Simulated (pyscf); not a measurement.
Single points on ωB97X-D3(BJ)/def2-SVP structures (PySCF, gas phase).

Task: For the elementary gas-phase step H₃C–C(=O)–CH₂–Ag + H₂ → H₃C–C(CH₃)(OH)–Ag (singlet surface; Ag–C, H–H broken, Ag–C, H–O, C–H formed), what barrier and reaction energy does ωB97M-D3(BJ)/def2-TZVP give, measured from the separated reactants?

Result: ΔE‡ = 55.5 kcal/mol, ΔE = -7.9 kcal/mol. Zero-point energy shifts the barrier by +2.4 kcal/mol. It is a multi-bond step, with an imaginary mode of 1671i cm⁻¹. The reactants may also form a dative adduct at H₃C–C(=O)–CH₂–Ag; it and routes through it were not searched. The same reactants have a lower exit, to •H₂C–C(CH₃)=O + Ag• + H₂ (no saddle counted: cutting one bond costs +42.3 kcal/mol at ωB97M-D3(BJ), against +55.5 kcal/mol here). H₃C–C(CH₃)(OH)–Ag lies 5.7 kcal/mol over its isomer H₃C–CH(CH₃)–O–Ag (electronic energy, ωB97M-D3(BJ)). One saddle was located; it need not be the lowest between these sides. Elements past Kr carry the def2 core potentials, without spin-orbit coupling.
